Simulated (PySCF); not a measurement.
Computed with PySCF with B3LYP-D3(BJ)/def2-TZVP. All species are isolated molecules in the gas phase. B3LYP has the VWN-RPA correlation part, as in Gaussian. 

Reference species (SMILES): `[Se]=C=[Se]` (neutral, multiplicity 1).

The adiabatic ionisation energy (no zero-point term) comes out as 9.34 eV and the hole reorganisation energy (four-point) is 0.000 eV.

Changed species: `C=C=C`.

### Question
What does the change do to the adiabatic ionisation energy (no zero-point term) and hole reorganisation energy (four-point)?

### Answer
the adiabatic ionisation energy (no zero-point term) rises by 0.17 eV, to 9.51 eV; the hole reorganisation energy (four-point) rises by 1.194 eV, to 1.194 eV.
